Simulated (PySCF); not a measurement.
Molecule: `CP(N(C)C)C`, C4H12NP.

Molfile (atoms numbered from 1):
```
C4H12NP
     RDKit          3D

 18 17  0  0  0  0  0  0  0  0999 V2000
   -2.0399    0.5215    0.1157 C   0  0  0  0  0  0  0  0  0  0  0  0
   -0.9105   -0.2698   -0.3214 N   0  0  0  0  0  0  0  0  0  0  0  0
   -1.3136   -1.6225   -0.6379 C   0  0  0  0  0  0  0  0  0  0  0  0
    0.4708   -0.1904    0.7814 P   0  0  0  0  0  0  0  0  0  0  0  0
    0.9119    1.5880    0.5543 C   0  0  0  0  0  0  0  0  0  0  0  0
    1.7607   -0.9028   -0.3310 C   0  0  0  0  0  0  0  0  0  0  0  0
   -2.8184    0.5065   -0.6650 H   0  0  0  0  0  0  0  0  0  0  0  0
   -1.7510    1.5723    0.2622 H   0  0  0  0  0  0  0  0  0  0  0  0
   -2.5063    0.1597    1.0586 H   0  0  0  0  0  0  0  0  0  0  0  0
   -0.4740   -2.1949   -1.0580 H   0  0  0  0  0  0  0  0  0  0  0  0
   -2.1036   -1.5964   -1.4068 H   0  0  0  0  0  0  0  0  0  0  0  0
   -1.7134   -2.1892    0.2319 H   0  0  0  0  0  0  0  0  0  0  0  0
    1.9348    1.7368    0.9334 H   0  0  0  0  0  0  0  0  0  0  0  0
    0.8678    1.8756   -0.5083 H   0  0  0  0  0  0  0  0  0  0  0  0
    0.2488    2.2404    1.1403 H   0  0  0  0  0  0  0  0  0  0  0  0
    1.6748   -0.4947   -1.3507 H   0  0  0  0  0  0  0  0  0  0  0  0
    1.6932   -1.9996   -0.3664 H   0  0  0  0  0  0  0  0  0  0  0  0
    2.7481   -0.6497    0.0850 H   0  0  0  0  0  0  0  0  0  0  0  0
  1  2  1  0
  2  3  1  0
  2  4  1  0
  4  5  1  0
  4  6  1  0
  1  7  1  0
  1  8  1  0
  1  9  1  0
  3 10  1  0
  3 11  1  0
  3 12  1  0
  5 13  1  0
  5 14  1  0
  5 15  1  0
  6 16  1  0
  6 17  1  0
  6 18  1  0
M  END
```

Geometry PBE0-D3(BJ)/def2-SVP throughout; GIAO in PySCF, gas phase, one conformer, non-relativistic; equivalent atoms averaged; functional PBE0.

For orientation, 6-311+G(2d,p) gives these shifts δ (against TMS, NH3, H3PO4 at the same level): C1/C3 40.1, C5/C6 19.5, N2 44.3, P4 39.1, H7/H8/H9/H10/H11/H12 2.25, H13/H14/H15/H16/H17/H18 1.08 ppm.

A run gave: C1/C3 38.9, C5/C6 18.0, N2 33.4, P4 32.4, H7/H8/H9/H10/H11/H12 2.01, H13/H14/H15/H16/H17/H18 0.98 ppm (shifts δ (against TMS, NH3, H3PO4 at the same level)).

**Question.** Which basis set was used in that run?
A. 6-31G
B. def2-SVP
C. STO-3G
D. def2-TZVP
E. 6-31G*

**Answer.** B. N2 tells them apart best: def2-SVP gives 33.4, 6-31G gives 26.8, def2-TZVP gives 45.9, STO-3G gives -8.3, 6-31G* gives 25.0 ppm.
